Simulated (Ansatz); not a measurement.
Worked example: the interaction energy

The pair of H2O (SMILES O, atoms 1–3) and F2 (SMILES FF, atoms 4–5), both closed shells, in one local arrangement (a lower one may exist), relaxed at PBE0-D4/def2-TZVP:

O1  (-0.197, 0.169, -1.231)
H2  (0.648, 0.603, -1.376)
H3  (-0.047, -0.753, -1.452)
F4  (-0.227, 0.042, 1.339)
F5  (-0.177, -0.060, 2.720)
(Å)

Both fragments are computed in the basis of the whole pair.

Ansatz 0.2.0; basis: def2-TZVPPD and def2-QZVPPD; cores frozen in the correlated methods.

Energies in eV:

| quantity | pair | first fragment | second fragment |
| --- | --- | --- | --- |
| Hartree–Fock, triple zeta (X = 3) | -7478.52003 | -2069.79969 | -5408.75149 |
| Hartree–Fock, quadruple zeta (X = 4) | -7478.81577 | -2069.88610 | -5408.96188 |
| MP2 correlation, X = 3 | -21.36898 | -7.17717 | -14.12966 |
| MP2 correlation, X = 4 | -23.14900 | -7.71206 | -15.36946 |
| CCSD(T) correlation, X = 3 | -22.34908 | -7.54339 | -14.74650 |

Task: Work out the interaction energy at the basis limit: extrapolate Hartree–Fock as E(X) = E∞ + A exp(−7.88 √X) and the MP2 correlation as E(X) = E∞ + B X^−2.97 (the exponents that Neese and Valeev fitted for def2-TZVPP and QZVPP, reused here for the diffuse sets), then add CCSD(T) − MP2 in triple zeta.

Result: Each step is linear, so take the differences first (pair − first fragment − second fragment): Hartree–Fock 0.03115 (X = 3) and 0.03221 (X = 4); MP2 correlation -0.06215 and -0.06748; CCSD(T) correlation -0.05919.
Two points give E∞ = E(4) + w [E(4) − E(3)], with w = 1/(exp(7.88 (2 − √3)) − 1) = 0.1377 for Hartree–Fock and w = 1/((4/3)^2.97 − 1) = 0.7407 for the correlation.
Hartree–Fock: 0.03221 + 0.1377 × 0.00106 = 0.0324 eV.
MP2 correlation: -0.06748 + 0.7407 × (-0.00533) = -0.0714 eV.
CCSD(T) − MP2: -0.05919 − (-0.06215) = 0.0030 eV.
Sum: 0.0324 + (-0.0714) + 0.0030 = -0.0360 eV, or -0.83 kcal/mol. Plain CCSD(T) in triple zeta gives -0.0280 eV, so the larger basis shifts the result by -0.0080 eV.

The T1 diagnostic stays at or below 0.013. The restricted Hartree–Fock reference is unstable towards an unrestricted one at one or more of these structures.

For scale, one of the runs: CCSD(T)/def2-TZVPPD, 154 basis functions, launched by `ansatz run in.yaml --threads 2 --pin off --events-out ev --progress --plain --max-ram 5222MiB`. Time: 26 s of wall clock on 2 CPU threads of an Arm Neoverse V1; the host was shared. Peak host memory: 1.2 GiB.
